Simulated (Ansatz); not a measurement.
## Ansatz (development build ahead of 0.2.0) run

```yaml
crystal:
  periodic: [false, false, false]
  atoms:
    - { symbol: C, position_ang: [-0.0331, -0.01971, 0.03187] }
    - { symbol: H, position_ang: [1.07907, 0.00229, -0.04866] }
    - { symbol: H, position_ang: [-0.54456, 0.99422, 0.00205] }
    - { symbol: H, position_ang: [-0.5378, -0.92063, 0.04344] }
basis:
  gaussian: { orbitals: cc-pVDZ }
magnetization:
  spin_polarized: true
  initial_magnetization: 1
hamiltonian:
  xc: hf
correlation:
  method: mp2
  frozen_orbitals: { C: 1, H: 0 }
```

The input is written out in the form of the current development build from the run's settings.

The run gave:

```yaml
Converged: yes
Reference_energy: -39.55882 hartree
Correlation_energy: -0.12710 hartree
Total_energy: -39.68592 hartree
Spin_squared_of_the_determinant: 0.762
```
